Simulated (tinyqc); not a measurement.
Worked calculation: geometry optimisation on the RHF/sto-3g surface (energies and gradients from PySCF), for HF, spin multiplicity 1. Computed by tinyqc, a small Python program that keeps every step (integrals from PySCF). Settings: charge = 0, multiplicity = 1, basis = sto-3g, optimiser = sd, first Hessian = 1.0, largest step = 0.3, iteration cap = 30. Command: `OMP_NUM_THREADS=1 python tinyqc.py 25277 25278 out.jsonl` (the two numbers bound the seeds that draw the settings). One thread of a shared host (Intel(R) Xeon(R) Processor @ 2.60GHz), about 0.5 s of CPU time with the checks.

## Step 1: energy and gradient

positions at the start (bohr):
```
           x         y         z
1F  0.000000  0.000000  0.000000
2H  0.000000  0.000000  1.704533
```

Self-consistent energy and analytic gradient at these positions.

energy = -98.56873031 hartree

gradient (hartree/bohr):
```
             x           y            z
1F  0.00000000  0.00000000   0.08592303
2H  0.00000000  0.00000000  -0.08592303
```

## Step 1: move

Steepest descent, p = -g / 1; steps longer than 0.3 bohr are cut back.

positions after step 1 (bohr):
```
           x         y          z
1F  0.000000  0.000000  -0.085923
2H  0.000000  0.000000   1.790456
```

## Step 2: energy and gradient

As before.

energy = -98.57115563 hartree

gradient (hartree/bohr):
```
             x           y            z
1F  0.00000000  0.00000000  -0.04607055
2H  0.00000000  0.00000000   0.04607055
```

## Step 2: move

As before.

positions after step 2 (bohr):
```
           x         y          z
1F  0.000000  0.000000  -0.039852
2H  0.000000  0.000000   1.744385
```

## Convergence

Stop when the largest gradient component is below 3e-5 hartree/bohr.

Course of the optimisation:
```
step   E (hartree)  largest gradient (hartree/bohr)
1     -98.56873031                         8.59e-02
2     -98.57115563                         4.61e-02
3     -98.57267875                         1.60e-02
4     -98.57280666                         7.60e-03
5     -98.57283982                         3.32e-03
6     -98.57284576                         1.51e-03
7     -98.57284703                         6.78e-04
8     -98.57284728                         3.06e-04
9     -98.57284733                         1.38e-04
10    -98.57284734                         6.22e-05
11    -98.57284735                         2.80e-05
```

Final distances (angstrom):
```
pair   distance
2H-1F  0.955442
```

Converged in 11 steps.
